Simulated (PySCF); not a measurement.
Working out the ionisation energy of Ne

Ne [Ne] (1S) → Ne⁺ [He] 2s2 2p5 (2P). Computed with PySCF 2.14 in cc-pVTZ (4s3p2d1f, 30 functions), with no relativity, point nucleus. Frozen: 1s2. Energies in hartree (1 hartree = 27.21139 eV):

```
            part   Ne (lower)  Ne⁺ (upper)
             UHF  -128.531862  -127.808878
CCSD correlation    -0.266347    -0.208337
             (T)    -0.004245    -0.002506
```

**Question.** What does Hartree-Fock give?

**Answer.** (-127.808878) − (-128.531862) = 0.722984 hartree = 19.673 eV.

**Question.** What do CCSD and CCSD(T) give?

**Answer.** The CCSD correlation energies differ by 0.058010 hartree = 1.579 eV and the triples by 0.001739 hartree = 0.047 eV, so CCSD gives 21.252 eV and CCSD(T) 21.299 eV.

Measured between the centres of the two terms (NIST): 21.597 eV, so CCSD(T) (valence) is off by -0.298 eV.

What remains against the reference includes basis incompleteness, the frozen core and higher excitations.
